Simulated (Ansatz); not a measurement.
input.yaml

```yaml
crystal:
  periodic: [false, false, false]
  atoms:
    - { symbol: C, position_ang: [-1.1518, 0.7816, -0.8579] }
    - { symbol: C, position_ang: [-0.3617, 0.2271, -0.2545] }
    - { symbol: C, position_ang: [0.66, -0.4921, 0.4907] }
    - { symbol: O, position_ang: [0.243, -1.6324, 0.8877] }
    - { symbol: H, position_ang: [-1.9577, 1.3281, -1.4281] }
    - { symbol: H, position_ang: [1.5694, -0.4976, -0.1638] }
    - { symbol: H, position_ang: [1.06, 0.2174, 1.2802] }
magnetization:
  spin_polarized: true
  initial_magnetization: 1
basis:
  gaussian: { orbitals: def2-SVP }
hamiltonian:
  xc: cam_b3lyp
  dispersion: d4
relax:
  f_tol: 0.02
  max_steps: 50
```

Command:

```bash
$ ansatz run input.yaml --threads 2 --pin off --max-ram 3072MiB --backend cpu --events-out ev --progress --plain --runs-dir out
```

Hardware: 2 threads of Intel(R) Xeon(R) Platinum 8488C (Sapphire Rapids), with other jobs on the host.

**Question.** Roughly how long does this run take, and how much memory?

**Answer.** 16 s, with a peak of 0.2 GiB, for 8 ionic steps.
